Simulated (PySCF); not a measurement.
Mapped SMILES: `[CH3:1][CH2:2][C:3]([CH3:4])([F:5])[F:6]`. Each H is labelled by its parent atom.

Geometry: PBE0-D3(BJ)/def2-TZVP; GIAO shifts from PySCF 2.14, gas phase, non-relativistic, averaged over equivalent atoms.

At PBE0/pcSseg-2 (328 basis functions, 65 s wall time on 1 thread of an Intel Xeon Platinum 8488C, shared host):
```csv
atoms,δ (ppm)
C3,133.8
C2,35.6
C4,23.0
C1,10.5
F5/F6,-107.1
H(C2),1.79
H(C4),1.43
H(C1),0.99
```

δ = σ(ref) − σ, references computed at the same level: $^{13}$C (σ = 186.03 ppm), $^{1}$H (σ = 31.52 ppm) vs TMS; CFCl3 for $^{19}$F (σ = 174.31 ppm).

Question: What do these become at KT3/pcSseg-2?

Answer: 
```tsv
atoms	δ at KT3/pcSseg-2	change
C3	132.3	-1.5
C2	36.0	+0.4
C4	22.0	-1.0
C1	11.7	+1.2
F5/F6	-124.3	-17.2
H(C2)	1.84	+0.05
H(C4)	1.43	+0.00
H(C1)	1.02	+0.03
```

Scale: TMS for $^{13}$C (183.24 ppm), $^{1}$H (31.63 ppm); $^{19}$F (145.48 ppm) against CFCl3 (reference shieldings calculated alike).

The largest change is at F5/F6 (fluorine of a CF2 group). Cost: 328 basis functions, 81 s wall time on 1 thread of an Intel Xeon Platinum 8488C, shared host. The order of the carbon signals is the same at both levels.

Unscaled 19F shifts against computed CFCl3 carry errors that often reach 10 to 50 ppm.
